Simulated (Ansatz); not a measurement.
This geometry of C2H5S (8 atoms, charge 0, multiplicity 2) is a first-order saddle point.

Level of theory: Ansatz, UKS BLYP-D4/def2-SVP.

```xyz
8
Properties=species:S:1:pos:R:3
C -0.589 0.391 -0.844
C 0.525 0.210 0.132
S 0.043 -0.554 1.758
H -0.438 1.019 -1.737
H -1.544 -0.142 -0.728
H 0.981 1.188 0.410
H 1.368 -0.382 -0.298
H -0.253 -1.787 1.251
```

(1) Which two structures does it join? (They come from a converged band through this point; their orientation in space is the band's.)

(2) How far does it lie above each of them?

## Answers

(1) No bond is made or broken. The dihedral H4–C1–C2–S3 goes from 75 to -90°. The two ends are copies of one structure, up to a mirror image or an exchange of like atoms.

Initial state:

```xyz
8
Properties=species:S:1:pos:R:3
C -0.511 0.350 -0.890
C 0.631 0.160 0.017
S 0.034 -0.312 1.786
H -1.124 1.261 -0.824
H -0.915 -0.499 -1.463
H 1.196 1.092 0.213
H 1.337 -0.627 -0.307
H -0.556 -1.483 1.411
```

Final state:

```xyz
8
Properties=species:S:1:pos:R:3
C -0.511 0.350 -0.889
C 0.632 0.161 0.018
S 0.039 -0.317 1.785
H -0.907 -0.496 -1.471
H -1.132 1.254 -0.814
H 1.192 1.095 0.219
H 1.342 -0.621 -0.312
H -0.563 -1.483 1.408
```

(2) 14.1 kJ/mol above the first and 14.1 kJ/mol above the second. This is the barrier of this one path; another mechanism may lie lower.

The run took 4.6 min on 1 thread of Arm Neoverse N1, with other jobs on the host, peak memory 0.15 GiB.
